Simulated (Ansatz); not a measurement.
Elastic constant C12 (GPa) of solids drawn from the class of elemental solids other than molecular ones, at two levels: PBE in Ansatz (PAW), and LDA (Ansatz, a program for electronic structure, PAW).

```csv
solid,PBE,LDA,shift (%)
hcp Tc,219,252,+15.1
fcc Pt,219,270,+23
hcp Zn,39.0,58.4,+50
hcp Mg,24.2,26.6,+9.9
bcc Fe,147,197,+34
hcp Re,266,295,+10.9
fcc Ca,14.9,16.4,+10.1
fcc Sr,9.82,12.2,+24
bcc Ba,7.26,8.33,+14.7
bcc Cs,1.85,2.32,+25
```

The shifts run from +9.9 % to +50 %, with a median of +19.2 %.

Over all 10 rows LDA is the larger in 10.

Ansatz's runs of these crystals have no spin polarisation, but for bcc Fe.

Density-functional runs with spin start from parallel moments for bcc Fe.

Spin–orbit coupling is left out, also for the solids with elements from indium on (fcc Pt, hcp Re, bcc Ba, bcc Cs); its size isn't shown.

Each level is taken at its own relaxed cell. Ansatz's density-functional and Hartree–Fock values are scalar-relativistic unless marked +SOC, with PAW data made under PBE.
